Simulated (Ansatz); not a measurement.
```yaml
crystal:
  periodic: [false, false, false]
  atoms:
    - {symbol: Hf, position_ang: [-0.155672, -0.000052, 0.000150]}
    - {symbol: C, position_ang: [1.909837, 0.000641, -0.001843]}
    - {symbol: H, position_ang: [2.404259, 0.992222, -0.005175]}
    - {symbol: H, position_ang: [2.404930, -0.990608, 0.000533]}
basis:
  gaussian: {orbitals: def2-TZVP}
total_charge: 1
magnetization: {spin_polarized: true, initial_magnetization: 1}
hamiltonian: {xc: pbe0}
relax: {f_tol: 0.004, max_steps: 80}
```

```sh
$ ansatz run in.yaml --threads 1 --pin off --events-out ev --progress --plain --max-ram 2176MiB
```

Steps of the relaxation (energy above the last step; positions in Å, forces in eV/Å):

```
4
step 1, 344.5 meV
Hf   -0.156    0.000    0.000    2.971    0.001   -0.003
C     1.910    0.001   -0.002   -3.466   -0.001    0.003
H     2.404    0.992   -0.005    0.248   -0.782    0.002
H     2.405   -0.991    0.001    0.247    0.782   -0.002
```

```
4
step 2, 38.2 meV
Hf   -0.043    0.000    0.000   -1.124    0.000    0.001
C     1.833    0.001   -0.002    0.675    0.000   -0.001
H     2.386    0.948   -0.005    0.225   -0.236    0.000
H     2.387   -0.947    0.000    0.224    0.237   -0.001
```

```
4
step 3, 4.5 meV
Hf   -0.080    0.000    0.000   -0.061    0.000    0.000
C     1.830    0.001   -0.002   -0.175    0.000    0.000
H     2.407    0.931   -0.005    0.118   -0.095    0.000
H     2.407   -0.930    0.000    0.118    0.095    0.000
```

```
4
step 6, 0.0 meV
Hf   -0.094    0.000    0.000    0.000    0.000    0.000
C     1.817    0.001   -0.002    0.000    0.000    0.000
H     2.419    0.916   -0.005    0.000    0.000    0.000
H     2.420   -0.914    0.000    0.000    0.000    0.000
```

Close pairs at the end: C2–H3 1.095 Å, C2–H4 1.095 Å, Hf1–C2 1.911 Å, Hf1–H3 2.675 Å, Hf1–H4 2.675 Å.

A stationary point of unrestricted PBE0 after 6 steps, with ⟨S²⟩ = 0.754 against 0.75 for a pure state; no frequencies were run, so it isn't proven a minimum. 37 s on 1 thread of Arm Neoverse V1, shared host.
